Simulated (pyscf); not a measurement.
Optimised with ωB97X-D3(BJ)/def2-SVP in PySCF.

**Question.** Estimate the classical barrier height and the reaction energy of methylsilane (H₃C–SiH₃) + H₃C–BH–CH₃ → H₃C–B(CH₃)–CH₂–SiH₃ + hydrogen (H₂) at ωB97M-D3(BJ)/def2-TZVP. The step runs on the singlet surface, breaks C–H, B–H, H–Si and forms B–C, H–H, H–Si; take the separated reactants as zero.

**Answer.** ΔE‡ = 2.49 eV, ΔE = 0.00 eV. Zero-point energy shifts the barrier by +0.03 eV. It is a multi-bond step, with an imaginary mode of 1709i cm⁻¹. At the saddle there is also a short B–Si, H–Si contact that neither side keeps. This saddle turned up in a search for another step; its sides and bond changes are read from the two ends of the descent. This is the saddle that the search found; another between the same sides may lie lower.
